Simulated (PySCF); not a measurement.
# Shapes and spin states of SiH2

Computed with PySCF, PBE, basis Si def2-TZVP, H def2-TZVP (no relativity, density fitting).

Relaxations began from a few typed shapes and spin states; open shells are unrestricted. The search is not exhaustive: other isomers or separated fragments can lie lower, and high-lying points may rest on an excited occupation.

Problem. Which is the lowest minimum found?
A. triplet C2v: Si–H 1.497 Å (×2); H–Si–H 118.8°
B. triplet D∞h: Si–H 1.469 Å (×2); H–Si–H 180.0°
C. singlet C2v: Si–H 1.539 Å (×2); H–Si–H 90.5°

Solution. C. The others lie at 68.0 (triplet C2v), 153.2 (triplet D∞h, a saddle point) kJ/mol above it.

Counting electrons, silicon keeps 2 of its valence electrons outside its bonds, so the VSEPR class is AX2E1 and the expected shape is bent (C2v), as computed.
